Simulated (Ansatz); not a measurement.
A run of Ansatz (development build ahead of 0.2.0) on triplet CH₂ at this shape:

```yaml
atoms:
  - { symbol: C, position_ang: [-0.0028, -0.0096, -0.1058] }
  - { symbol: H, position_ang: [0.0062, 1.0115, 0.3156] }
  - { symbol: H, position_ang: [-0.0024, -1.0055, 0.3082] }
```

Its results:

- Converged: yes
- Reference energy: -38.43391 hartree
- Correlation energy: -0.02387 hartree
- Total energy: -38.45778 hartree
- Spin squared of the determinant: 2.020

**Question.** Which input gives this output? Name the method, the orbitals and the basis set, and write the input.

**Answer.** UHF-MP2 in STO-3G.

```yaml
crystal:
  periodic: [false, false, false]
  atoms:
    - { symbol: C, position_ang: [-0.00279, -0.0096, -0.10582] }
    - { symbol: H, position_ang: [0.00624, 1.01148, 0.31562] }
    - { symbol: H, position_ang: [-0.00244, -1.00554, 0.30819] }
basis:
  gaussian: { orbitals: STO-3G }
magnetization:
  spin_polarized: true
  initial_magnetization: 2
hamiltonian:
  xc: hf
correlation:
  method: mp2
  frozen_orbitals: { C: 1, H: 0 }
```
